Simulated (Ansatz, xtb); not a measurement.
AlFH4Si: where a starting geometry ends

The starting geometry of this gas-phase singlet has its atoms placed at random.

```xyz
7

Al    0.5332    0.4260    1.4364
F    -0.2346   -1.0547    1.3583
Si    1.5910    0.3023   -0.7737
H     0.5972   -0.9907   -1.3191
H     0.5343   -1.6460    1.2923
H    -1.1087   -0.2346    2.0112
H     0.0082   -0.1508   -1.1982
```

Question: Guess where an optimisation with r2SCAN-D4/def2-SVP ends from this start.

Answer: It ends as a structure with H5 bridging Si3 and Al1, H7 bridging Al1 and Si3, given below by its coordinates. Distances that change by over a tenth: Al1–H6 (1.86 → 1.58 Å), Si3–H4 (1.72 → 1.54 Å). Contacts that open: F2–H5 (0.97 → 3.15 Å). Contacts that close: Al1–H5 (2.08 → 1.85 Å), Al1–H7 (2.75 → 1.85 Å), Si3–H5 (3.03 → 1.60 Å).

The energy falls by 9.14 eV over 35 steps:

```tsv
step	E − E(last) (eV)
1	9.136
5	3.321
9	2.451
12	2.293
16	1.647
20	1.293
24	0.440
27	0.146
31	0.013
35	0.000
```

Final geometry (Å):

```xyz
7

Al   -0.1383   -0.4810    1.0359
F    -0.6882   -2.0016    1.4590
Si    1.2365   -0.2258   -1.0102
H     0.7219   -1.6220   -0.6083
H     1.5752   -0.0102    0.5386
H    -0.5673    0.6763    2.0190
H    -0.2193    0.3157   -0.6268
```

From the same start GFN2-xTB ends elsewhere, in pieces: AlFH2Si + H2.

From so rough a start the end depends on the optimiser's path, so another program may land elsewhere. No frequencies were run, so the end isn't proven a minimum. Run with Ansatz 0.2.0, 27 s on 2 threads of Intel(R) Xeon(R) 6975P-C (Granite Rapids), on a shared host.
